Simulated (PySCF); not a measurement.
## SiS⁺ from Hartree–Fock to correlated methods

State: ²Π (doublet), unpaired electrons π ↑. Set-up: PySCF, no relativity, basis sets Si def2-TZVPPD, S def2-TZVPPD. De refers to Si⁺ + S in their high-spin ground configurations, without counterpoise correction. The functionals are run spin-unrestricted. A positive dipole points towards S; it is taken about the centre of mass and depends on that origin.

```json
{"Level": "UHF", "Re (Å)": "2.057", "ωe (cm⁻¹)": "627", "De (eV)": "2.54", "μ (D)": "-2.73"}
{"Level": "UHF-MP2", "Re (Å)": "2.068", "ωe (cm⁻¹)": "612", "De (eV)": "3.87", "μ (D)": "n/a"}
{"Level": "UHF-SCS-MP2", "Re (Å)": "2.070", "ωe (cm⁻¹)": "610", "De (eV)": "3.80", "μ (D)": "n/a"}
{"Level": "UHF-CCSD", "Re (Å)": "2.069", "ωe (cm⁻¹)": "608", "De (eV)": "3.67", "μ (D)": "n/a"}
{"Level": "UHF-CCSD(T)", "Re (Å)": "2.078", "ωe (cm⁻¹)": "593", "De (eV)": "3.85", "μ (D)": "n/a"}
{"Level": "PBE", "Re (Å)": "2.096", "ωe (cm⁻¹)": "567", "De (eV)": "4.33", "μ (D)": "-2.29"}
{"Level": "BLYP", "Re (Å)": "2.108", "ωe (cm⁻¹)": "549", "De (eV)": "4.09", "μ (D)": "-2.40"}
{"Level": "BP86", "Re (Å)": "2.098", "ωe (cm⁻¹)": "564", "De (eV)": "4.30", "μ (D)": "-2.31"}
{"Level": "r²SCAN", "Re (Å)": "2.079", "ωe (cm⁻¹)": "589", "De (eV)": "4.23", "μ (D)": "-2.23"}
{"Level": "r²SCANh", "Re (Å)": "2.072", "ωe (cm⁻¹)": "598", "De (eV)": "4.13", "μ (D)": "-2.28"}
{"Level": "PBE0", "Re (Å)": "2.071", "ωe (cm⁻¹)": "600", "De (eV)": "4.10", "μ (D)": "-2.37"}
{"Level": "M06", "Re (Å)": "2.074", "ωe (cm⁻¹)": "594", "De (eV)": "4.24", "μ (D)": "-2.40"}
{"Level": "BHandHLYP", "Re (Å)": "2.060", "ωe (cm⁻¹)": "613", "De (eV)": "3.72", "μ (D)": "-2.55"}
{"Level": "CAM-B3LYP", "Re (Å)": "2.062", "ωe (cm⁻¹)": "609", "De (eV)": "3.91", "μ (D)": "-2.47"}
```

The bond length runs from 2.057 Å (UHF) to 2.108 Å (BLYP). De spans 2.54 eV (UHF, mean field) to 4.33 eV (PBE, GGA). Correlation at CCSD(T) changes the Hartree–Fock bond energy by +1.31 eV; the triples alone change it by +0.18 eV.

Correlated steps freeze 10 core orbitals. For an ion De counts to the pair picked by the measured ionisation energies or electron affinities, which need not be the lowest pair at this level. The state was picked by a PBE0 search and need not be the measured ground state.

The whole job (state search and all levels along the bond) took about 6.4 min on 2 threads of Intel Xeon Platinum 8488C (shared host), peak memory 4.4 GiB.
